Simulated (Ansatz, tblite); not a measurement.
**The cluster P₂S₂−: isomers from a random search**

One table from this session's results is given with a row withheld; the runs are named, their logs left out.

The runs use Ansatz 0.2.0, Gaussian basis; relaxed with PBE0-D4/def2-TZVPD, doublet.

## The starting structure

4 atoms, charge -1, spin multiplicity 2.

Atoms are counted from 1 here; the program's logs count them from 0.

Bond lengths: P1–P2 2.179 Å, P1–S3 2.073 Å, P2–S3 2.234 Å, P2–S4 1.978 Å. Angles: P2–P1–S3 63.3°, P1–P2–S3 56.0°, P1–P2–S4 105.9°, S3–P2–S4 109.8°, P1–S3–P2 60.6°.

The ion is computed in the gas phase, without counter-ions or solvent.

A search from random starts with GFN2-xTB found 7 distinct shapes; 2 go on here. The structure above is candidate A, which lies 0.00 eV above the lowest at that level; B lies 0.43 eV above the lowest at that level.

The first run:

The input, in.yaml:

```yaml
crystal:
  periodic: [false, false, false]
  atoms:
    - {symbol: P, position_ang: [0.556630, 1.296880, -0.685600]}
    - {symbol: P, position_ang: [-0.064880, -0.782600, -0.492100]}
    - {symbol: S, position_ang: [-1.347690, 0.960040, 0.061790]}
    - {symbol: S, position_ang: [0.855940, -1.474330, 1.115900]}
basis:
  gaussian: {orbitals: def2-TZVPD}
total_charge: -1
magnetization: {spin_polarized: true, initial_magnetization: 1}
hamiltonian: {xc: pbe0, dispersion: d4}
scf: {lower_state_search: "off"}
output: {orbitals: {seedname: orbitals}}
relax: {f_tol: 0.02, max_steps: 100}
```

On the command line:

```bash
$ ansatz run in.yaml --threads 4 --pin off --events-out ev --progress --plain --max-ram 3916MiB
```

Among the steps run: Relaxing candidate A; Relaxing candidate B; Candidate B, PBE0-D4/def2-TZVPD; Candidate B, PBE-D4/def2-TZVPD; Candidate B, r2SCAN-D4/def2-TZVPD; Candidate B, r2SCAN0-D4/def2-TZVPD; Candidate B, r2SCANh-D4/def2-TZVPD; Candidate B, CCSD(T)/def2-TZVPD.

One table of the session follows, with a row left open; its other results are not shown here.

| method | B above A (kJ/mol) |
| --- | --- |
| GFN1-xTB | ? |
| GFN2-xTB | 40.0 |
| HF/def2-TZVPD | 110.5 |
| PBE-D4/def2-TZVPD | 92.2 |
| r2SCAN-D4/def2-TZVPD | 101.2 |
| r2SCANh-D4/def2-TZVPD | 100.2 |
| PBE0-D4/def2-TZVPD | 90.0 |
| r2SCAN0-D4/def2-TZVPD | 99.2 |
| MP2/def2-TZVPD | 86.8 |
| CCSD/def2-TZVPD | 91.9 |
| CCSD(T)/def2-TZVPD | 90.7 |

**Question.** Estimate the row for GFN1-xTB.

As computed: B above A (kJ/mol): 119.0. In the column «B above A (kJ/mol)» it is the highest.

Among the levels timed on like hardware and quicker than the yardstick, those that no quicker one beats, quickest first: GFN2-xTB (0.012 s, -50.7 kJ/mol); GFN1-xTB (0.013 s, +28.3 kJ/mol); PBE-D4/def2-TZVPD (4.7 s, +1.5 kJ/mol); PBE0-D4/def2-TZVPD (7 s, -0.8 kJ/mol).

Times add the two runs; a level without a time comes out of a correlated run.

Caveats from the session: CCSD(T)/def2-TZVPD isn't at the basis-set limit; small misses against it rank nothing. The search was small, so a lower isomer may exist. Only doublets are compared; another spin may lie lower and prefer another shape.
